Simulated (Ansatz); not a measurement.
# C₄H₆O: basis-set convergence

One table from this session's results is given with a row withheld; the runs are named, their logs left out.

Computed with Ansatz 0.2.0, Gaussian basis. Level: one geometry, several basis sets.

The runs, in order: PBE0-D4/def2-SVP; ωB97M-V/def2-SVP; PBE0-D4/def2-QZVPP; ωB97M-V/def2-QZVPP; the functionals' def2-TZVPP values are taken from earlier runs.

## The geometry

All runs share one geometry, relaxed beforehand with PBE0-D4 in a triple-zeta def2 set.

SMILES `C=COC=C`, 11 atoms, charge 0, spin multiplicity 1.

Atoms are counted from 1 here; the program's logs count them from 0.

Bond lengths: C1–C2 1.326 Å, C1–H6 1.082 Å, C1–H7 1.081 Å, C2–O3 1.356 Å, C2–H8 1.084 Å, O3–C4 1.361 Å, C4–C5 1.322 Å, C4–H9 1.087 Å, C5–H10 1.083 Å, C5–H11 1.081 Å. Angles: C2–C1–H6 123.1°, C2–C1–H7 118.8°, H6–C1–H7 118.1°, C1–C2–O3 127.2°, C1–C2–H8 122.6°, O3–C2–H8 110.2°, C2–O3–C4 118.1°, O3–C4–C5 121.8°, O3–C4–H9 114.6°, C5–C4–H9 123.5°, C4–C5–H10 121.5°, C4–C5–H11 119.6°, H10–C5–H11 118.9°.

Set-up of the first run:

Contents of in.yaml:

```yaml
crystal:
  periodic: [false, false, false]
  atoms:
    - {symbol: C, position_ang: [-0.558239, 1.369401, 1.161441]}
    - {symbol: C, position_ang: [-0.981682, 0.117219, 1.051519]}
    - {symbol: O, position_ang: [-0.501851, -0.840160, 0.219929]}
    - {symbol: C, position_ang: [0.257440, -0.446861, -0.838997]}
    - {symbol: C, position_ang: [1.214977, -1.213453, -1.331721]}
    - {symbol: H, position_ang: [0.272183, 1.764556, 0.591578]}
    - {symbol: H, position_ang: [-1.047738, 2.024772, 1.867949]}
    - {symbol: H, position_ang: [-1.784450, -0.283657, 1.659145]}
    - {symbol: H, position_ang: [-0.024780, 0.511564, -1.267137]}
    - {symbol: H, position_ang: [1.475160, -2.158367, -0.871979]}
    - {symbol: H, position_ang: [1.744382, -0.901916, -2.221129]}
basis:
  gaussian: {orbitals: def2-SVP}
hamiltonian: {xc: pbe0, dispersion: d4}
output: {orbitals: {seedname: orbitals}}
```

On the command line:

```bash
> ansatz run in.yaml --threads 4 --pin off --events-out ev --progress --plain --max-ram 10444MiB
```

Among the steps run: PBE0-D4 in def2-SVP; ωB97M-V in def2-SVP; PBE0-D4 in def2-QZVPP; ωB97M-V in def2-QZVPP.

One table of the session follows, with a row left open; its other results are not shown here.

It belongs to the step «Functionals by basis». 

```
functional       basis  HOMO (eV)  LUMO (eV)
   PBE0-D4    def2-SVP      -6.63       0.23
   PBE0-D4  def2-TZVPP      -6.72       0.02
   PBE0-D4  def2-QZVPP      -6.74      -0.05
   ωB97M-V    def2-SVP          ?          ?
   ωB97M-V  def2-TZVPP      -8.92       2.12
   ωB97M-V  def2-QZVPP      -8.94       1.97
```

Q: Estimate the row for ωB97M-V, def2-SVP from the others.

The run gave: HOMO (eV): -8.82; LUMO (eV): 2.44. In the column «HOMO (eV)» it lies between ωB97M-V, def2-TZVPP (-8.92) and PBE0-D4, def2-QZVPP (-6.74).
